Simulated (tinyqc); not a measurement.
Inside a calculation. Method: extended Hueckel theory, for NH3-. The parameters take no account of the charge, which enters only through the electron count, and nothing here shows that the anion is bound. One step of it, computed by the program tinyqc.

Problem. Wolfsberg-Helmholz matrix. H_ij = K' S_ij (H_ii + H_jj)/2 for i != j (the diagonal keeps H_ii), with K' = K + D^2 + D^4 (1 - K), D = (H_ii - H_jj)/(H_ii + H_jj), K = 2.

overlap S, order 1N 2s, 1N 2px, 1N 2py, 1N 2pz, 2H 1s, 3H 1s, 4H 1s:
$$\begin{pmatrix}
1.000000 & 0.000000 & 0.000000 & 0.000000 & 0.494813 & 0.494782 & 0.494782 \\
0.000000 & 1.000000 & 0.000000 & 0.000000 & 0.420143 & -0.210053 & -0.210053 \\
0.000000 & 0.000000 & 1.000000 & 0.000000 & 0.000000 & 0.363850 & -0.363850 \\
0.000000 & 0.000000 & 0.000000 & 1.000000 & -0.162431 & -0.162417 & -0.162417 \\
0.494813 & 0.420143 & 0.000000 & -0.162431 & 1.000000 & 0.196685 & 0.196685 \\
0.494782 & -0.210053 & 0.363850 & -0.162417 & 0.196685 & 1.000000 & 0.196656 \\
0.494782 & -0.210053 & -0.363850 & -0.162417 & 0.196685 & 0.196656 & 1.000000
\end{pmatrix}$$

diagonal H_ii (eV): 1N 2s -26.000000, 1N 2px -13.400000, 1N 2py -13.400000, 1N 2pz -13.400000, 2H 1s -13.600000, 3H 1s -13.600000, 4H 1s -13.600000

K = 2.000000

Give: H.

Solution.

H (eV), order 1N 2s, 1N 2px, 1N 2py, 1N 2pz, 2H 1s, 3H 1s, 4H 1s:
$$\begin{pmatrix}
-26.000 & 0.000 & 0.000 & 0.000 & -20.461 & -20.460 & -20.460 \\
0.000 & -13.400 & 0.000 & 0.000 & -11.344 & 5.672 & 5.672 \\
0.000 & 0.000 & -13.400 & 0.000 & 0.000 & -9.824 & 9.824 \\
0.000 & 0.000 & 0.000 & -13.400 & 4.386 & 4.385 & 4.385 \\
-20.461 & -11.344 & 0.000 & 4.386 & -13.600 & -5.350 & -5.350 \\
-20.460 & 5.672 & -9.824 & 4.385 & -5.350 & -13.600 & -5.349 \\
-20.460 & 5.672 & 9.824 & 4.385 & -5.350 & -5.349 & -13.600
\end{pmatrix}$$
